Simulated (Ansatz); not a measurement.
**Ladder of methods for the static dielectric constant of wurtzite AlN**

Reference value: 8.5 (measured, 300 K, not corrected to a static lattice; as tabulated in Ioffe Institute, New Semiconductor Materials archive).

```csv
level (code),value,cell (Å³/atom)
LDA (Ansatz),8.52,10.21
PBE (Ansatz),8.81,10.65
PBEsol (Ansatz),8.73,10.46
r²SCAN (Ansatz),___,10.40
```

**Question.** Complete the blanks.

**Answer.** 
- r²SCAN (Ansatz, a quantum-chemistry and plane-wave program), value: 8.18

Differences against the reference: LDA +0.2 %, PBE +3.6 %, PBEsol +2.7 %, r²SCAN -3.8 %.

Any of these levels can be the nearest once the reference is moved by up to 5.0 % (a margin picked here for doubts on the reference and the settings, and for temperature and zero-point motion) and values within 1.7 % count as equal. Within 20 %: LDA, PBE, PBEsol, r²SCAN.

The reference isn't brought to a static lattice, while the calculations are for one, so the differences are not the levels' errors alone. For crystals that are not cubic the mean over three axes is given.  Each level is taken at its own relaxed cell. Cutoffs differ between the levels. Ansatz's density-functional and Hartree–Fock values are scalar-relativistic unless marked +SOC, with PAW data made under PBE.

Differences are worked out from the printed values.
